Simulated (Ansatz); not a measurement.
Input for Ansatz (development build ahead of 0.2.0):

```yaml
crystal:
  periodic: [false, false, false]
  atoms:
    - { symbol: C, position_ang: [0.09948, -1.05761, -0.66457] }
    - { symbol: Cl, position_ang: [-0.08024, 0.60418, 0.35611] }
    - { symbol: H, position_ang: [0.11938, -0.64546, -1.66529] }
    - { symbol: H, position_ang: [1.08947, -1.34076, -0.27016] }
    - { symbol: H, position_ang: [-0.75271, -1.62311, -0.28395] }
basis:
  gaussian: { orbitals: def2-SVP }
total_charge: 1
magnetization:
  spin_polarized: true
  initial_magnetization: 1
hamiltonian:
  xc: hf
correlation:
  method: mp2
  frozen_orbitals: { C: 1, Cl: 5, H: 0 }
output:
  forces: true
```

The input is written out in the form of the current development build from the run's settings.

Results

| Item | Value |
| --- | --- |
| Converged | yes |
| Reference energy | -498.55591 hartree |
| Correlation energy | -0.24832 hartree |
| Total energy | -498.80423 hartree |
| Spin squared of the determinant | 0.759 |
| Stability test | minimum |

Forces (eV/Å):
```
atom      Fx      Fy      Fz
  C1   0.191   1.647   1.557
 Cl2   0.061  -0.786  -0.456
  H3  -0.138  -0.280  -0.567
  H4  -0.117  -0.301  -0.201
  H5   0.003  -0.280  -0.333
```

Caution: MP2 on this radical cation hangs on the determinant chosen.
